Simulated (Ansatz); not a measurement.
# BHS: basis-set convergence

How large a basis does BHS need? Two functionals and correlated methods are run in growing sets.

Program: Ansatz 0.2.0, Gaussian basis. Level of theory: one geometry, several basis sets. These are calculated values, not measurements.

The runs, in order: PBE0-D4/def2-SVP; ωB97M-V/def2-SVP; PBE0-D4/def2-QZVPP; ωB97M-V/def2-QZVPP; CCSD(T)/cc-pV(D+d)Z; CCSD(T)/cc-pV(T+d)Z; CCSD(T)/cc-pV(Q+d)Z; the functionals' def2-TZVPP values are taken from earlier runs.

### 1 The geometry

An earlier PBE0-D4/def2-TZVP relaxation fixed the geometry.

3 atoms, charge 0, spin multiplicity 1.

Atoms are counted from 1 here; the program's logs count them from 0.

Bond lengths: B1–S2 1.598 Å, B1–H3 1.175 Å. Angles: S2–B1–H3 180.0°.

Geometry (Å):

```mol
BHS
  3D, bonds by distance, orders not assigned

  3  2  0  0  0  0  0  0  0  0999 V2000
   -0.0386   -0.0143    0.1348 B   0  0
    0.3992    0.1475   -1.3933 S   0  0
   -0.3605   -0.1332    1.2585 H   0  0
  1  2  8  0
  1  3  8  0
M  END
```

### 2 PBE0-D4 in def2-SVP

The input, in.yaml:

```yaml
crystal:
  periodic: [false, false, false]
  atoms:
    - {symbol: B, position_ang: [-0.038631, -0.014314, 0.134807]}
    - {symbol: S, position_ang: [0.399156, 0.147542, -1.393323]}
    - {symbol: H, position_ang: [-0.360535, -0.133228, 1.258507]}
basis:
  gaussian: {orbitals: def2-SVP}
hamiltonian: {xc: pbe0, dispersion: d4}
output: {orbitals: {seedname: orbitals}}
```

Launch:

```console
> ansatz run in.yaml --threads 2 --pin off --events-out ev --progress --plain --max-ram 22528MiB --backend cpu
```

After this run come: ωB97M-V in def2-SVP; PBE0-D4 in def2-QZVPP; ωB97M-V in def2-QZVPP; CCSD(T) in cc-pV(D+d)Z; CCSD(T) in cc-pV(T+d)Z; CCSD(T) in cc-pV(Q+d)Z.

Before running them: what should the planned runs give, taken together? Wanted: MP2 correlation recovered, cc-pV(D+d)Z; MP2 correlation recovered, cc-pV(T+d)Z; MP2 correlation recovered, cc-pV(Q+d)Z; CCSD(T) limit from def2 sets; PBE0-D4: double and triple zeta above quadruple; ωB97M-V: double and triple zeta above quadruple.

The runs gave:

```
                                                  quantity          value
                    MP2 correlation recovered, cc-pV(D+d)Z         70.0 %
                    MP2 correlation recovered, cc-pV(T+d)Z         88.2 %
                    MP2 correlation recovered, cc-pV(Q+d)Z         95.1 %
CCSD(T) limit from def2 sets (earlier runs) minus this one        -47 meV
           PBE0-D4: double and triple zeta above quadruple  4.80, 0.37 eV
           ωB97M-V: double and triple zeta above quadruple  4.80, 0.34 eV
```

What this shows: For PBE0-D4 the step from double to triple zeta gains 4.43 eV and the next only 0.37 eV. Correlation climbs from 70 % (cc-pV(D+d)Z) to 95 % (cc-pV(Q+d)Z) of the limit; Hartree-Fock is 0.038 eV from its own by then. A limit from the def2 sets, made apart, differs by 47 meV, a least measure of the doubt on such a limit. These are total energies; as a rule much of such shifts cancels in differences, which this series doesn't test.
